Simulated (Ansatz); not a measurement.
Consider the formal hydrolysis of a C–O bond: `COCC(=N)Cl` + H₂O → `N=C(Cl)CO` + CH₃OH.

Isolated molecules relaxed with PBE0-D4/def2-TZVP in Ansatz; ΔE leaves out vibrations. CCSD(T)/CBS is the MP2 limit (def2-TZVPP, def2-QZVPP) plus CCSD(T) − MP2 in def2-TZVPP, frozen cores. This one scheme is used for every species. Functionals use def2-TZVPP. B3LYP here is the variant with VWN-RPA as its local correlation; programs differ in this. HSE06 is defined as in plane-wave codes. Each species was taken in one conformer, which may not be the lowest.

| level | ΔE (kJ/mol) | difference from CCSD(T)/CBS |
| --- | --- | --- |
| LDA (SPW92) | -3.4 | -9.7 |
| revPBE-D4 | -1.4 | -7.7 |
| BLYP-D4 | -0.3 | -6.6 |
| r2SCAN-D4 | -1.1 | -7.4 |
| B97M-V | 1.2 | -5.1 |
| PBE0-D4 | -0.7 | -7.0 |
| B3LYP-D4 | 1.0 | -5.3 |
| r2SCAN0-D4 | 0.5 | -5.8 |
| HSE06-D4 | -1.0 | -7.3 |
| BHLYP-D4 | 2.9 | -3.4 |
| CAM-B3LYP-D4 | 2.1 | -4.2 |
| ωB97X-V | 2.2 | -4.1 |
| ωB97M-V | 2.4 | -3.9 |
| B2PLYP | 0.5 | -5.8 |
| PBE-QIDH | 1.3 | -5.0 |
| PBE | -5.8 | -12.1 |
| revPBE | -7.3 | -13.6 |
| BLYP | -5.6 | -11.9 |
| r2SCAN | -2.2 | -8.5 |
| B3LYP | -3.3 | -9.6 |
| r2SCANh | -1.6 | -7.9 |
| r2SCAN0 | -0.8 | -7.1 |
| HSE06 | -3.5 | -9.8 |
| BHLYP | -0.4 | -6.7 |
| CAM-B3LYP | -0.7 | -7.0 |
| LC-ωPBE | -1.0 | -7.3 |
| RPA@PBE/def2-TZVPP | 5.7 | -0.6 |
| HF/def2-SVP | -1.1 | -7.4 |
| MP2/def2-SVP | 1.9 | -4.4 |
| CCSD/def2-SVP | 2.2 | -4.1 |
| CCSD(T)/def2-SVP | 2.3 | -4.0 |
| HF/def2-TZVPP | 1.4 | -4.9 |
| MP2/def2-TZVPP | 6.3 | 0.0 |
| CCSD/def2-TZVPP | 5.1 | -1.2 |
| CCSD(T)/def2-TZVPP | 5.2 | -1.1 |
| HF/def2-QZVPP | 2.1 | -4.2 |
| MP2/def2-QZVPP | 7.2 | 0.9 |
| SCS-MP2/def2-QZVPP | 6.0 | -0.3 |
| HF/CBS(def2) | 2.2 | -4.1 |
| MP2/CBS(def2) | 7.4 | 1.1 |
| CCSD(T)/CBS | 6.3 | 0 |

(1) What do rigid-rotor, harmonic-oscillator terms from PBE0-D4/def2-TZVP frequencies (298.15 K, 1 bar) make of the CCSD(T)/CBS value? (Estimate.)

Largest T1 diagnostic among the species: 0.012.

Answers

(1) Ansatz gave: ΔZPE = +5.0 kJ/mol, ΔH = +8.8 kJ/mol, ΔS = 15 J/(mol·K), ΔG = +4.5 kJ/mol.

In def2-TZVPP, CCSD(T) changes the Hartree–Fock value by +3.7 kJ/mol (the triples alone add +0.1 kJ/mol) and MP2 by +4.8 kJ/mol. From BLYP to BHLYP (50 % exact exchange), in def2-TZVPP and without D4, ΔE moves by +5.2 kJ/mol. Leaving LDA and LC-ωPBE aside and taking each functional with its dispersion term where it has one, the values, not all of them listed here, spread over 5.9 kJ/mol, from PBE-D4 to BHLYP-D4.

CCSD(T)/CBS has its own doubt, a few kJ/mol and more with outer-core shells, so smaller differences from it don't rank the levels.
